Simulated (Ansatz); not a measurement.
in.yaml

```yaml
crystal:
  periodic: [false, false, false]
  atoms:
    - {symbol: Al, position_ang: [0.000000, 0.000000, 0.253900]}
    - {symbol: Ga, position_ang: [0.000000, 0.000000, -2.089700]}
    - {symbol: H, position_ang: [0.000000, 0.000000, 1.835800]}
basis:
  gaussian: {orbitals: 6-31G}
magnetization: {spin_polarized: false, initial_magnetization: 3}
correlation: {method: fci, electrons: outside_noble_gas}
```

```sh
$ ansatz run in.yaml --threads 1 --pin off --events-out ev --progress --plain --max-ram 2393MiB
```

Question: Roughly how long does this take on 1 thread of Arm Neoverse V2, shared host, and how much host memory?

Answer: 99 s wall and 0.71 GiB.

```
722 factors; integrals over basis functions are off by at most 9.8e-8 eV
mean field evaluation 1: about -58920.4903 eV, gradient 5.8e0 eV
mean field evaluation 2: about -58920.5295 eV, gradient 5.9e0 eV
mean field evaluation 4: about -58921.2742 eV, gradient 1.7e0 eV
mean field evaluation 8: about -58921.3542 eV, gradient 4.7e-1 eV
mean field evaluation 16: about -58921.3734 eV, gradient 1.5e-6 eV
mean field evaluation 32: about -58921.2282 eV, gradient 1.1e0 eV
mean field -58921.37343520 eV, -2165.3205354022 hartree, gradient 1.5e-6 eV, S^2 3.750000; 4 other end points of the search recorded, 0 dependent functions left out
mean field evaluation 64: about -58921.4604 eV, gradient 5.5e-2 eV
19 core orbitals not correlated: weight in the atoms' cores, before any rotation towards them, 0.998 or more for the frozen orbitals, at most 0.000 for the correlated occupied ones
reference -58921.37343520 eV, -2165.3205354022 hartree; 5, 2 occupied and 20, 23 virtual orbitals, 722 factors
state -58923.42194810 eV, -2165.3958168627 hartree
Total energy: -58923.42194810 eV, -2165.3958168627 hartree
```

Natural occupations: 1.9563 1.9346 0.9985 0.9732 0.9732 0.0456 0.0396 0.0396 0.0134 0.0064 0.0049 0.0040 0.0040 0.0032 0.0009 0.0009 0.0008 0.0003 0.0001 0.0001 0.0001 0.0001 0.0001 0.0000.
